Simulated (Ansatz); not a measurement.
Two isomers of C3H2F2O: A = `FC1(F)C=CO1`, B = `C=C1OC1(F)F`.

Program: Ansatz. Geometries: PBE0-D4/def2-TZVP. ΔE: electronic, gas phase. CBS: MP2 limit from def2 TZ/QZ plus the TZ coupled-cluster correction, frozen cores. Functionals use def2-TZVPP. B3LYP here is the variant with VWN-RPA as its local correlation; programs differ in this.

Question: Which isomer does CCSD(T)/CBS put lower? Give the gap. (Best estimate.)

Answer: Ansatz gave: A, by 8.2 kcal/mol.

Question: Give E(B) − E(A) in kcal/mol with PBE0-D4, CCSD/def2-TZVPP, CCSD(T)/def2-TZVPP, MP2/def2-TZVPP, B3LYP-D4, r2SCAN-D4, B2PLYP. (Estimate.)

Answer: Computed: PBE0-D4 5.5, CCSD/def2-TZVPP 7.7, CCSD(T)/def2-TZVPP 7.5, MP2/def2-TZVPP 7.1, B3LYP-D4 4.4, r2SCAN-D4 4.2, B2PLYP 5.5. None reverses the order clearly.

Largest T1 diagnostic: 0.014.

From PBE to PBE0 (25 % exact exchange), in def2-TZVPP and without D4, E(B) − E(A) moves by +2.1 kcal/mol. In def2-TZVPP, CCSD(T) changes the Hartree–Fock value by −1.0 kcal/mol (the triples alone add −0.2 kcal/mol) and MP2 by −1.4 kcal/mol.
